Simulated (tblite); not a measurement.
Compound: C6H5 (doublet state).
SMILES with atom numbers: `[CH:1]#[C:2]/[CH:3]=[CH:4]\[C:5]=[CH2:6]` (hydrogens: H7 on C1; H8 on C3; H9 on C4; H10, H11 on C6)
Bond orders are those of one Lewis drawing.

Computed with GFN2-xTB (tblite), gas phase: L-BFGS steps from a force-field or distance-geometry start until the largest atomic force falls under 0.01 eV/Å.

Step 72: E = -413.3112 eV
```
atom  x, y, z in Å  |  force x, y, z in eV/Å
C1     -2.0265   -1.5853    0.5914    0.468   0.537  -0.342
C2     -1.6130   -0.5370    0.1362   -0.539  -0.555   0.011
C3     -1.2763    0.7365   -0.2759   -0.043  -0.109   0.426
C4      0.0485    1.1522   -0.1238    0.347   0.030  -0.267
C5      1.1042    0.3330   -0.1087    0.441   0.342  -0.093
C6      2.2561   -0.2510   -0.2259   -0.023   0.261   0.064
H7     -2.1986   -2.5425    0.9658   -0.183  -0.223   0.081
H8     -2.0655    1.4444   -0.4566   -0.065   0.103  -0.080
H9      0.2459    2.2185   -0.0088   -0.027  -0.107   0.072
H10     2.9221   -0.0542   -1.0863   -0.526  -0.521   0.458
H11     2.6086   -0.9119    0.5667    0.151   0.242  -0.331
```

Step 73: E = -413.3147 eV
```
atom  x, y, z in Å  |  force x, y, z in eV/Å
C1     -2.0315   -1.5847    0.5964    0.402   0.408  -0.294
C2     -1.6083   -0.5447    0.1349   -0.525  -0.420  -0.029
C3     -1.2748    0.7288   -0.2758    0.028  -0.063   0.384
C4      0.0495    1.1502   -0.1235    0.340   0.080  -0.235
C5      1.1084    0.3372   -0.1189    0.482   0.304  -0.056
C6      2.2638   -0.2415   -0.2288   -0.073   0.227   0.046
H7     -2.2255   -2.5357    0.9738   -0.167  -0.251   0.089
H8     -2.0636    1.4341   -0.4655   -0.086   0.106  -0.066
H9      0.2466    2.2162    0.0087   -0.063  -0.145   0.043
H10     2.9309   -0.0466   -1.0864   -0.493  -0.499   0.425
H11     2.6100   -0.9106    0.5592    0.156   0.252  -0.306
```

Task: Estimate the geometry and energy of step 74. (The exact step hangs on the optimiser's Hessian estimate; all steps are aligned on step 73, rigid shifts and turns removed.)

Result: E = -413.3171 eV, largest force 0.821 eV/Å
```
atom  x, y, z in Å  |  force x, y, z in eV/Å
C1     -2.0368   -1.5847    0.6004    0.341   0.272  -0.243
C2     -1.6030   -0.5529    0.1329   -0.491  -0.305  -0.060
C3     -1.2695    0.7211   -0.2764    0.027  -0.062   0.360
C4      0.0517    1.1521   -0.1216    0.375   0.011  -0.220
C5      1.1152    0.3451   -0.1289    0.485   0.307  -0.018
C6      2.2718   -0.2331   -0.2322   -0.101   0.192   0.026
H7     -2.2546   -2.5299    0.9822   -0.139  -0.216   0.072
H8     -2.0609    1.4213   -0.4727   -0.100   0.118  -0.057
H9      0.2414    2.2164    0.0264   -0.060  -0.119   0.022
H10     2.9401   -0.0428   -1.0902   -0.490  -0.487   0.443
H11     2.6102   -0.9097    0.5543    0.152   0.288  -0.327
```

The energy changes by -0.0024 eV. The first-order estimate −F·Δx gives -0.0034 eV and the mean of the old and new forces, exact on a quadratic surface, -0.0023 eV. The step makes an angle of 87° with the force vector and moves no atom by more than 0.031 Å.

What follows is the cost of the whole relaxation. Time: 0.48 s wall. Hardware: one thread, Arm Neoverse V2 (aarch64), shared host.
